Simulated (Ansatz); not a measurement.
The input, for Ansatz 0.2.0:

```yaml
crystal:
  periodic: [false, false, false]
  atoms:
    - {symbol: N, position_ang: [0.000000, -0.187817, 1.099702]}
    - {symbol: S, position_ang: [0.000000, 0.096160, -0.500007]}
    - {symbol: H, position_ang: [0.000000, 0.740397, 1.531227]}
    - {symbol: H, position_ang: [0.000000, -1.189495, -0.906663]}
basis:
  gaussian: {orbitals: cc-pVDZ}
total_charge: 1
magnetization: {spin_polarized: false, initial_magnetization: 2}
correlation: {method: mp2, electrons: outside_noble_gas}
scf: {lower_state_search: off}
output: {forces: true}
```

```sh
$ ansatz run in.yaml --threads 1 --pin off --events-out ev --progress --plain --max-ram 2393MiB
```

The program prints:

```
these checks for a lower state are left out or cut short: starts, cluster_reference, orbital_swaps, neighbouring_geometries, increment
417 factors; integrals over basis functions are off by at most 1.5e-3 eV
mean field evaluation 1: about -12314.4756 eV, gradient 3.5e1 eV
mean field evaluation 2: about -12314.5521 eV, gradient 3.4e1 eV
mean field evaluation 4: about -12318.7428 eV, gradient 3.6e0 eV
mean field evaluation 8: about -12319.3029 eV, gradient 6.1e-1 eV
mean field evaluation 16: about -12319.3148 eV, gradient 6.9e-6 eV
mean field -12319.31478037 eV, -452.7264678472 hartree, gradient 1.8e-6 eV, S^2 2.000000; 0 other end points of the search recorded, 0 dependent functions left out
6 core orbitals not correlated: weight in the atoms' cores, before any rotation towards them, 1.000 or more for the frozen orbitals, at most 0.000 for the correlated occupied ones
reference -12319.31478037 eV, -452.7264678472 hartree; 7, 5 occupied and 29, 31 virtual orbitals, 417 factors
second order -7.03556743 eV of doubles, -0.20512613 eV of singles
the calculation of the forces begins
Total energy: -12326.55547393 eV, -452.9925584274 hartree
Atom 0 at     0.000000    -0.187817     1.099702 Å, force    -0.000000     2.060557    -3.657930 eV/Å
Atom 1 at     0.000000     0.096160    -0.500007 Å, force     0.000000    -1.476520     1.888061 eV/Å
Atom 2 at     0.000000     0.740397     1.531227 Å, force    -0.000000    -0.172307     2.254220 eV/Å
Atom 3 at     0.000000    -1.189495    -0.906663 Å, force    -0.000000    -0.411731    -0.484351 eV/Å
Dipole moment:     0.000000     0.000369    -0.099871 e Å
Checks for a lower state left out: starts, cluster_reference, orbital_swaps, neighbouring_geometries, increment
```

Forces (eV/Å):
```
N    0.000  2.061 -3.658
S    0.000 -1.477  1.888
H    0.000 -0.172  2.254
H    0.000 -0.412 -0.484
```

Ran on 1 thread of AMD EPYC 9R45, shared host: 0.24 s wall, 0.15 GiB peak host memory.
